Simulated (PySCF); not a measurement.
Gas-phase reaction: 6 CH3Cl = 3 Cl2 + 3 H2 + 2 C3H6 (propylene)

Energies from PySCF, thermal terms from the rigid-rotor harmonic-oscillator model, ideal gas at 1 bar. 'Table' is the NASA 1993 thermochemical table (part measured, part estimated). † marks an energy on the PBE0/def2-TZVP geometry and frequencies; other levels use their own. MP2 freezes the core. 6-31G* has spherical d functions here. All species are closed-shell singlets. B3LYP is the form with VWN-RPA correlation. MP2 isn't extrapolated to the basis-set limit.

Levels: a) PBE/def2-SVP; b) B3LYP/6-31G*; c) HF/6-31G*; d) MP2/def2-TZVPP†.

Q: Order the levels by the distance of their ΔH°(298 K) from the table for this reaction, closest first.

A: a (+16 kJ), d (+49 kJ), b (+81 kJ), c (+170 kJ)

The table gives 531 kJ. The order holds for this reaction alone, and for the 1993 entries, some of which have been revised since.
